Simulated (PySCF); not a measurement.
Ionisation and electron attachment of 2-propanimine

Molecule: 2-propanimine, `CC(C)=N` (C3H7N). Optimised structure (Å), atoms numbered from 1:
```
C     1.3546   -0.3437   -0.0081
C     0.0697    0.4320    0.0020
C    -1.1933   -0.3880   -0.0105
N     0.1138    1.7047    0.0192
H     1.4055   -1.0011   -0.8914
H     1.4193   -0.9959    0.8782
H     2.2113    0.3414   -0.0158
H    -2.0912    0.2453    0.0187
H    -1.2347   -1.0155   -0.9157
H    -1.2173   -1.0743    0.8513
H    -0.8311    2.0996    0.0261
```

Level of theory: ωB97X-D3(BJ)/ma-def2-TZVP single points in PySCF, grid level 2; every species was optimised with PBE0-D3(BJ)/ma-def2-SVP. The prefix ma- adds one diffuse s and one diffuse p function on all atoms but H. Thermal corrections: PBE0-D3(BJ)/ma-def2-SVP frequencies, unscaled, ideal gas at 298.15 K and 1 bar, quasi-RRHO entropy.

Frontier levels of the parent: HOMO -10.00 eV, LUMO 1.03 eV.

Oxidation to the radical cation:
- Vertical ionisation energy (electronic): 9.88 eV
- Adiabatic ionisation energy (with zero-point energy): 9.08 eV
- Adiabatic, electronic part: 9.16 eV
- Vertical gap at the product's structure: 8.28 eV
- Inner reorganisation energy (four-point): 1604 meV
- Relaxation of product / of parent: 720 / 885 meV
- ⟨S²⟩ of the product: 0.758
- Largest spin populations: N4 0.93, C3 0.10, C2 -0.08
- Largest changes of atomic charge: N4 0.40, H (on N4) 0.14, C2 0.10
- Distances that move most (Å): C2–N4 1.273 → 1.251; C1–C2 1.501 → 1.495
- Potential in acetonitrile: 6.66 V absolute, 2.12 V against Fc+/Fc computed at 4.54 V (solvation -25 → -255 kJ/mol)

Vertical electron affinity to the radical anion: -0.94 eV. The extra electron is not bound at this structure, the number hangs on the basis, and the ion was not relaxed.

Solvents are IEF-PCM continua (electrostatics only, gas-phase structures); absolute potentials refer to an electron at rest in vacuum. Fc+/Fc in acetonitrile, 4.54 V, is ωB97X-D3(BJ)/ma-def2-TZVP on PBE0-D3(BJ)/def2-SVP structures with GFN2-xTB thermal terms. Benchmark calculations put it near 5.0 V in acetonitrile and DMSO, so it is about 0.5 V low, and the value against it can read up to that much too high.

Adiabatic ionisation energy: the gap is larger than usual, and may come from another state, site, conformer or species, from an onset or band maximum that doesn't mark the energy named, from the functional or basis, or from an outlying measurement.

Measured values (NIST Chemistry WebBook, evaluated or the median of agreeing entries): vertical ionisation energy 10.00 eV (computed 9.88, difference -0.12); adiabatic ionisation energy 8.60 eV (computed 9.08, difference 0.48).

Hardware: 1 thread of Arm Neoverse V1, shared with other jobs. Command: `OMP_NUM_THREADS=1 python redox_run.py task.json out`. Structures, frequencies and single points: 8.5 min.
